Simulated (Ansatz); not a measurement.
# C₂H₇N (singlet): from Hartree-Fock to the top rungs, 6-31G

One table from this session's results is given with a row withheld; the runs are named, their logs left out.

The runs use Ansatz 0.2.0, Gaussian basis; 6-31G, core rule «outside noble gas», up to 3 orbitals frozen.

To be run: UHF; CCSD(T) on RHF; BCCD(T) on RHF; CISD; CCSDT(Q) on RHF; CASSCF and MRCISD+Q, 8 electrons in 8 orbitals; CASSCF and NEVPT2, 8 electrons in 8 orbitals.

15 further runs of the same task are left out: 2 that didn't finish, 13 set aside as unsound or not needed.

**What is computed**

The geometry is an MP2(full)/6-31G* stationary point (not a proven minimum).

10 atoms, charge 0, spin multiplicity 1.

Atoms are counted from 1 here; the program's logs count them from 0.

Bond lengths: C1–C2 1.526 Å, C1–H4 1.095 Å, C1–H5 1.095 Å, C1–H6 1.095 Å, C2–N3 1.464 Å, C2–H7 1.095 Å, C2–H8 1.095 Å, N3–H9 1.019 Å, N3–H10 1.019 Å. Angles: C2–C1–H4 111.6°, C2–C1–H5 110.6°, C2–C1–H6 110.6°, H4–C1–H5 108.0°, H4–C1–H6 108.0°, H5–C1–H6 107.9°, C1–C2–N3 115.5°, C1–C2–H7 109.8°, C1–C2–H8 109.8°, N3–C2–H7 107.4°, N3–C2–H8 107.4°, H7–C2–H8 106.4°, C2–N3–H9 109.3°, C2–N3–H10 109.3°, H9–N3–H10 105.8°.

Set-up of the first run:

in.yaml

```yaml
crystal:
  periodic: [false, false, false]
  atoms:
    - {symbol: C, position_ang: [1.251232, -0.369520, 0.000000]}
    - {symbol: C, position_ang: [0.041218, 0.560029, 0.000000]}
    - {symbol: N, position_ang: [-1.264133, -0.103400, 0.000000]}
    - {symbol: H, position_ang: [2.190528, 0.192576, 0.000000]}
    - {symbol: H, position_ang: [1.243014, -1.013682, 0.884909]}
    - {symbol: H, position_ang: [1.243014, -1.013682, -0.884909]}
    - {symbol: H, position_ang: [0.075779, 1.215041, -0.876478]}
    - {symbol: H, position_ang: [0.075779, 1.215041, 0.876478]}
    - {symbol: H, position_ang: [-1.331108, -0.714262, 0.813132]}
    - {symbol: H, position_ang: [-1.331108, -0.714262, -0.813132]}
basis:
  gaussian: {orbitals: 6-31G}
magnetization: {spin_polarized: true, initial_magnetization: 0}
hamiltonian: {xc: hf}
output: {orbitals: {seedname: orbitals}}
```

Command:

```sh
$ ansatz run in.yaml --threads 1 --pin off --events-out ev --progress --plain --max-ram 4096MiB --backend cpu
```

Among the steps run: UHF; CCSD(T) on RHF; BCCD(T) on RHF; CISD; CCSDT(Q) on RHF; CASSCF and MRCISD+Q, 8 electrons in 8 orbitals; CASSCF and NEVPT2, 8 electrons in 8 orbitals.

One table of the session follows, with a row left open; its other results are not shown here.

```
           method  from RCCSDT(Q) (meV)
              RHF               +9272.0
             RMP2               +1218.1
             CISD               +1139.1
            RCCSD                +206.4
         RCCSD(T)                 +29.0
          BCCD(T)                 +29.1
           RCCSDT                 +15.5
        RCCSDT(Q)                     0
  CASSCF frontier               +6329.2
  NEVPT2 frontier               +1080.6
  MRCISD frontier                     ?
MRCISD+Q frontier                 +97.4
```

Estimate the missing values for MRCISD frontier.

The run gave: from RCCSDT(Q) (meV): +598.5. In the column «from RCCSDT(Q) (meV)» it lies between RCCSD (+206.4) and NEVPT2 frontier (+1080.6).

With the free atoms at the same levels and basis (separate runs), the atomisation energy is 32.438 eV at RCCSDT(Q), 32.419 eV at RCCSD(T), 26.132 eV at RHF.
